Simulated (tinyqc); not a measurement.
Inside a calculation. Method: CCD on RHF in the sto-3g basis, frozen core, for HF, spin multiplicity 1. One step of it, computed by the program tinyqc.

Task: CCD: starting amplitudes. t_ij^ab = <ij||ab> / (e_i + e_j - e_a - e_b), whose energy is MP2.

orbital energies (hartree): MO1 -25.891005, MO2 -1.521023, MO3 -0.619776, MO4 -0.471068, MO5 -0.471068, MO6 0.767803

Two-electron integrals over orbitals (pq|rs), unique and non-zero (hartree); the lowest 1 orbital is frozen and left out:
```
(22|22) 0.864321    (32|22) 0.012556    (32|32) 0.156541    (33|22) 0.777929
(33|32) -0.073096   (33|33) 0.837038    (42|42) 0.174488    (43|42) -0.049791
(43|43) 0.057733    (44|22) 0.870490    (44|32) -0.072646   (44|33) 0.799579
(44|44) 0.997514    (52|52) 0.174488    (53|52) -0.049791   (53|53) 0.057733
(54|54) 0.053770    (55|22) 0.870490    (55|32) -0.072646   (55|33) 0.799579
(55|44) 0.889973    (55|55) 0.997514    (62|22) -0.147413   (62|32) -0.025053
(62|33) -0.057910   (62|44) -0.149617   (62|55) -0.149617   (62|62) 0.103630
(63|22) -0.121653   (63|32) 0.087349    (63|33) -0.139613   (63|44) -0.163581
(63|55) -0.163581   (63|62) 0.063554    (63|63) 0.139946    (64|42) -0.049394
(64|43) -0.008051   (64|64) 0.033163    (65|52) -0.049394   (65|53) -0.008051
(65|65) 0.033163    (66|22) 0.707061    (66|32) 0.082557    (66|33) 0.665507
(66|44) 0.661090    (66|55) 0.661090    (66|62) -0.070995   (66|63) -0.008160
(66|66) 0.721053
```

Give: Starting amplitudes; correlation energy.

Result:

Starting amplitudes (spin orbitals 1a, 1b, ...; amplitudes related by a flip of all spins are not repeated):
```
from      to        t
3a 3b  6a 6b  -0.0504
2a 2b  6a 6b  -0.0226
2a 3b  6a 6b  -0.0173
4a 4b  6a 6b  -0.0134
5a 5b  6a 6b  -0.0134
```

correlation energy = -0.012488 hartree
